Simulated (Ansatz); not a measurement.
System: fcc Pd. Method: PBE (Ansatz, an electronic-structure program, plane waves, PAW).

Settings: plane-wave cutoff 520 eV, 28×28×28 k mesh, Fermi–Dirac smearing 0.037 eV (set by the program), scalar-relativistic PAW data made under PBE.

Computed at the level's own relaxed cell.

Hill averages of the elastic tensor: K = 167.6 GPa, G = 41.6 GPa. Volume 15.325 Å³/atom, mean atomic mass 106.420 u.

Q: Work out the density, the sound velocities of a polycrystal and the elastic Debye temperature, and Pugh's ratio at this level.

A: ρ = 1.66054 × 106.420/15.325 = 11.531 g/cm³. v_l = √[(K + 4G/3)/ρ] = 4.398 km/s and v_t = √(G/ρ) = 1.899 km/s. The mean follows from 3/v_m³ = 1/v_l³ + 2/v_t³: v_m = 2.145 km/s. Θ_D = (ħ/k_B) v_m (6π²/V)^(1/3) = 76.38 K Å s/km × 2.145 × 1.5692 Å⁻¹ = 257 K, counting all atoms of the cell. K/G = 4.03, to be set beside Pugh's rough bound of 1.75 between brittle and ductile metals.
